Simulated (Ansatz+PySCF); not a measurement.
**singlet MgO: levels of theory in one basis**

```xyz
2

Mg   -0.0088   -0.0404   -0.6710
O    -0.0232    0.0156    1.0072
```

Basis set: def2-SVP (spherical functions). Frozen core: 2 orbitals. Charge 0, multiplicity 1.

Computed with Ansatz (development build ahead of 0.2.0); each method stands on the lowest determinant of its kind that the runs found. NEVPT2 correlates all electrons. Active spaces start from the frontier orbitals, and the lowest solution found is given.

```json
{"method": "RHF", "E − E(RHF) (eV)": "0.00", "<S²> of the determinant": "0.00"}
{"method": "UHF", "E − E(RHF) (eV)": "-2.26", "<S²> of the determinant": "1.01"}
{"method": "RHF-CCSD", "E − E(RHF) (eV)": "-7.01", "<S²> of the determinant": "–"}
{"method": "RHF-CCSD(T)", "E − E(RHF) (eV)": "-7.57", "<S²> of the determinant": "–"}
{"method": "RHF-CCSDT(Q)", "E − E(RHF) (eV)": "-7.65", "<S²> of the determinant": "–"}
{"method": "CASSCF(8,8)", "E − E(RHF) (eV)": "-4.75", "<S²> of the determinant": "–"}
{"method": "SC-NEVPT2(8,8)", "E − E(RHF) (eV)": "-7.00", "<S²> of the determinant": "–"}
```

(1) What does RHF-MP2 give on the same scale?

(2) Is a single determinant a sound starting point here?

Answers

(1) -7.47 eV.

(2) It is doubtful. Unrestricted orbitals lower Hartree–Fock by 2.26 eV and <S²> is 1.01 where a pure state has 0.00, a sign of strong static correlation. The CASSCF(8,8) natural occupations are 1.99, 1.96, 1.96, 1.84, 0.17, 0.04, 0.04, 0.01.

Caution for RHF, RHF-MP2, RHF-CCSD, RHF-CCSD(T), RHF-CCSDT(Q): an unrestricted determinant lies well below. Caution for UHF: the unrestricted determinant is a mixture of spin states. Caution for RHF-MP2, RHF-CCSD, RHF-CCSD(T), RHF-CCSDT(Q): large share of triples, a single reference is doubtful.
